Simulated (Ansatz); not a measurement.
Basis-set extrapolation for CHClFN, SMILES `N=C(F)Cl` (PBE0-D4/def2-TZVP geometry, frozen core, Ansatz). Multiplicity 1, RHF reference.

|  | def2-TZVPP | def2-QZVPP |
| --- | --- | --- |
| HF | -651.910630 | -651.931771 |
| MP2 correlation | -0.791726 | -0.859631 |
| CCSD(T) correlation | -0.845134 | not run |

Energies in hartree. Use E(X) = E(∞) + A·exp(−7.88·√X) for Hartree–Fock and E(X) = E(∞) + B·X^(−2.97) for correlation, with X = 3 and 4, and add CCSD(T) minus MP2 of the smaller set to the MP2 limit.

What is the CCSD(T) energy at the basis-set limit?

HF limit: -651.931771 + (-0.021141) × 0.13774 = -651.93468. MP2 limit: -0.859631 + (-0.067905) × 0.74074 = -0.90993. Higher-order term: -0.845134 − (-0.791726) = -0.05341. Total: -652.89802 hartree, 89.3 kcal/mol below CCSD(T)/def2-TZVPP.
